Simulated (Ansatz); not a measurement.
Stepwise reaction of `S[Si]S` with water, as a gas-phase model of exchange steps in deposition or etching. ΔE in kJ/mol; ΔG adds harmonic PBE0-D4 terms to CCSD(T)/CBS, at 1 bar.

Computed with Ansatz on PBE0-D4/def2-TZVP structures; ΔE is electronic, products minus reactants. CBS: MP2 limit from def2 TZ/QZ plus the TZ coupled-cluster correction, frozen cores. This one scheme is used for every species. Functionals use def2-TZVPP. B3LYP here is the variant with VWN-RPA as its local correlation; programs differ in this. One conformer a species, not always the lowest.

```json
{"step": "2", "reaction": "`O[Si]S` + H₂O → `O[Si]O` + H₂S", "PBE-D4": "-42.4", "B3LYP-D4": "-54.1", "ωB97M-V": "-58.5", "CCSD(T)/CBS": "-53.5", "ΔG(400 K)": "-58.1"}
```

Problem. Give the row of step 1, `S[Si]S` + H₂O → `O[Si]S` + H₂S. (Best estimate.)

Solution. Ansatz gave: 
| step | reaction | PBE-D4 | B3LYP-D4 | ωB97M-V | CCSD(T)/CBS | ΔG(400 K) |
| --- | --- | --- | --- | --- | --- | --- |
| 1 | `S[Si]S` + H₂O → `O[Si]S` + H₂S | -10.2 | -23.4 | -26.6 | -17.9 | -27.7 |

Problem. By hand: ΔE of the 2 steps together at CCSD(T)/CBS.

Solution. (-17.9) + (-53.5) = -71.4 kJ/mol, or -35.7 kJ/mol a step.

In ΔE each step is lower than the one before. All are downhill at CCSD(T)/CBS. ΔG lies between -58.1 and -27.7 kJ/mol a step. PBE-D4 differs from CCSD(T)/CBS by 7.7 to 11.1 kJ/mol a step. Isolated molecules leave out the surface, adducts and barriers. Largest T1 diagnostic: 0.015.
